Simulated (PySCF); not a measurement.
# HSN: from structure and modes to constants

Computed with PySCF, PBE0, basis S def2-TZVP, N def2-TZVP, H def2-TZVP (no relativity, density fitting).

The singlet minimum has Cs symmetry. Masses (u): S 31.97207, N 14.00307, H 1.00782.

```xyz
3
charge 0 multiplicity 1, angstrom
S     0.3334    0.0000   -0.2780
N    -0.8697    0.0000    0.5974
H     1.5056    0.0000    0.5185
```

Harmonic wavenumbers (cm⁻¹): 1046.7 (a', ×1), 1217.5 (a', ×1), 2142.8 (a', ×1).

(1) Find the principal moments of inertia and the rotational constants. What kind of rotor is it?

(2) Find the vibrational entropy and heat capacity at 298.15 K.

(3) Give the standard entropy (298.15 K, 1 bar) by its translational, rotational, vibrational and spin parts, and Cp.

Answers

(1) About the centre of mass I = 1.6817, 22.487, 24.169 u Å². With B = 16.8576/I this gives 10.02, 0.7496, 0.6975 cm⁻¹. The molecule is an asymmetric top with κ = -0.99.

(2) With u = 1.43878 ω/T, each mode gives S = R[u/(eᵘ−1) − ln(1−e⁻ᵘ)] and C = R u² eᵘ/(eᵘ−1)².
```csv
ω (cm⁻¹),u,S (J/(mol K)),C (J/(mol K))
1046.7,5.051,0.32,1.38
1217.5,5.875,0.16,0.81
2142.8,10.340,0.00,0.03
```
The sums over all modes are S = 0.5 and C = 2.2 J/(mol K); the softest mode gives 66 % of the entropy.

(3) Sackur–Tetrode with M = 46.98 u gives 156.9; rotation with symmetry number 1 gives 76.9; vibration 0.5; spin R ln 1 = 0.0. The total is 234.2 J/(mol K), and Cp = 4 R + 2.2 = 35.5 J/(mol K).

Only a few start shapes were tried, so a lower isomer may exist.
